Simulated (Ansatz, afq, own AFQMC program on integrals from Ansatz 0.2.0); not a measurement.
**AlH, singlet: a scan with AFQMC**

```xyz
2

Al    0.0000    0.0000    0.0000
H     0.0000    0.0000    1.6649
```

The Al1–H2 distance is changed with both sides rigid. Energies in kcal/mol count from this geometry (1.665 Å) at the same level; the start stands on RHF, each point on the determinant named.

Basis cc-pVTZ. Noble-gas cores (and the filled d shells of Ga–Kr and In–Xe) are frozen. Ansatz 0.2.0 and our own AFQMC program on the same integrals; the CISD trial comes from CCSD amplitudes, and released means the phaseless constraint is let go. Uncertainties: one standard error, sampling alone.

Cautions, each for one point or more: CCSDT(Q) on the RHF determinant differs, by its state or its frozen core; higher spins were not checked; raised T1 diagnostic; restricted determinant unstable towards unrestricted; strong correlation; the next higher spin lies close; unrestricted determinant spin contaminated; walk and cluster series may follow different spin states.

| r(Al1–H2) / Å | det. | T1 | weight | ⟨S²⟩ | CCSD(T) | ph-AFQMC/CISD | released AFQMC | FCI | CCSDT(Q) | PBE | wB97M-V |
| --- | --- | --- | --- | --- | --- | --- | --- | --- | --- | --- | --- |
| 1.483 | RHF | 0.013 | 0.91 | pure | 4.5 | 4.5 ± 0.04 | 4.5 ± 0.03 | 4.5 | 4.5 | 5.5 | 4.7 |
| 1.821 | RHF | 0.014 | 0.91 | pure | 2.5 | 2.6 ± 0.04 | 2.5 ± 0.02 | 2.5 | 2.5 | 1.6 | 2.3 |
| 2.293 | RHF | 0.023 | 0.90 | pure | 22.2 | 22.3 ± 0.05 | 22.1 ± 0.04 | 22.1 | 22.1 | 18.9 | 21.5 |
| 3.144 | RHF | 0.077 | 0.81 | pure | 55.0 | 55.8 ± 0.07 | – | 54.7 | 54.7 | 51.4§ | 58.1§ |
| 4.532 | UHF‡ | 0.018 | 0.93 | 1.01 | 71.5 | 70.9 ± 0.04 | 70.8 ± 0.05 | 70.8 | 71.0 | 67.5§ | 74.1§ |

Weight is that of the determinant in the CISD state; at the start T1 is 0.013 and the weight 0.91. A double dagger marks points where the walks on two determinants ended up to 3.5 kcal/mol apart; the lower is shown. A dash marks a missing value, a released energy that hasn't settled or a functional that sits on another state. § marks a functional whose ⟨S²⟩ is too high by over 0.1. Largest departures from full CI: CCSD(T) 0.6 kcal/mol at 4.532 (on UHF), ph-AFQMC/CISD 1.1 kcal/mol at 3.144 (on RHF), released AFQMC 0.1 kcal/mol at 2.293 (on RHF) (within the noise), CCSDT(Q) 0.2 kcal/mol at 4.532 (on UHF), PBE -3.2 kcal/mol at 2.293, wB97M-V -0.6 kcal/mol at 2.293. Functionals count only at points shown to share the start's state and spin.

Some points may be missing: those where a free walk finds a much lower state, and past Zn most of those on another determinant than at the start.

CCSDT and higher add their correlation energy to the determinant of the CCSD(T) run, since their own runs factorise the integrals more tightly (a shift of under 2 meV). A walk keeps the symmetry of its determinant, which the program's search chose and which needn't be the lowest solution, so a lower state of the same spin and another symmetry isn't excluded. Released energies are given only where the last usable release times agree within the noise; a slower fall can still hide under it.
